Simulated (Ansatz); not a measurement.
A calculation with Ansatz (development build ahead of 0.2.0).

```yaml
crystal:
  periodic: [false, false, false]
  atoms:
    - { symbol: C, position_ang: [-0.59123, 0.40249, 0.23871] }
    - { symbol: C, position_ang: [0.6022, -0.41758, -0.23552] }
    - { symbol: H, position_ang: [-1.06679, -0.053, 1.11016] }
    - { symbol: H, position_ang: [-0.2899, 1.4138, 0.52018] }
    - { symbol: H, position_ang: [-1.34908, 0.49031, -0.54298] }
    - { symbol: H, position_ang: [1.08266, 0.04509, -1.10007] }
    - { symbol: H, position_ang: [1.35552, -0.51002, 0.54962] }
    - { symbol: H, position_ang: [0.30248, -1.427, -0.52554] }
basis:
  gaussian: { orbitals: def2-SVP }
magnetization:
  spin_polarized: true
  initial_magnetization: 2
hamiltonian:
  xc: hf
correlation:
  method: mp2
  frozen_orbitals: { C: 1, H: 0 }
output:
  forces: true
```

The input is written out in the form of the current development build from the run's settings.

Output:

```yaml
Converged: yes
Reference_energy: -78.79457 hartree
Correlation_energy: -0.28578 hartree
Total_energy: -79.08035 hartree
Spin_squared_of_the_determinant: 2.007
Stability_test: minimum
```

Forces (eV/Å):
```json
{"atom": "C1", "Fx": "-2.464", "Fy": "-12.818", "Fz": "-3.816"}
{"atom": "C2", "Fx": "0.445", "Fy": "2.797", "Fz": "0.890"}
{"atom": "H3", "Fx": "0.050", "Fy": "0.825", "Fz": "1.318"}
{"atom": "H4", "Fx": "2.919", "Fy": "8.163", "Fz": "2.193"}
{"atom": "H5", "Fx": "-0.267", "Fy": "1.431", "Fz": "-0.536"}
{"atom": "H6", "Fx": "0.036", "Fy": "0.148", "Fz": "-0.378"}
{"atom": "H7", "Fx": "0.154", "Fy": "-0.094", "Fz": "0.346"}
{"atom": "H8", "Fx": "-0.872", "Fy": "-0.452", "Fz": "-0.016"}
```

Caution: another spin multiplicity may lie lower; the determinant breaks the point group.
